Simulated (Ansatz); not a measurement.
Mulliken charges of `FC1CO1` from ωB97M-V/def2-TZVPP in Ansatz (PBE0-D4/def2-TZVP geometry).

```json
{"atom": "F1", "x (Å)": "-1.230", "y (Å)": "-1.270", "z (Å)": "-0.057", "charge (e)": "-0.203"}
{"atom": "C2", "x (Å)": "-0.628", "y (Å)": "-0.077", "z (Å)": "-0.262", "charge (e)": "0.232"}
{"atom": "C3", "x (Å)": "0.671", "y (Å)": "0.164", "z (Å)": "0.333", "charge (e)": "-0.030"}
{"atom": "O4", "x (Å)": "0.485", "y (Å)": "-0.108", "z (Å)": "-1.068", "charge (e)": "-0.304"}
{"atom": "H5", "x (Å)": "-1.366", "y (Å)": "0.696", "z (Å)": "-0.457", "charge (e)": "0.097"}
{"atom": "H6", "x (Å)": "0.996", "y (Å)": "1.172", "z (Å)": "0.573", "charge (e)": "0.096"}
{"atom": "H7", "x (Å)": "1.133", "y (Å)": "-0.645", "z (Å)": "0.892", "charge (e)": "0.111"}
```

By hand: the dipole of these point charges (1 e Å = 4.8032 D).

Σ q r = (0.025, 0.376, 0.375) e Å, of length 0.532 e Å = 2.56 D.

How does the dipole of the full density compare? (Best estimate.)

Computed: (0.036, 0.342, 0.307) e Å, 2.21 D; the point charges give 1.16 times that, at 3° from its direction.

Point charges leave out the atoms' own dipoles, such as those of lone pairs, and Mulliken's split depends on the basis, so the two needn't agree.
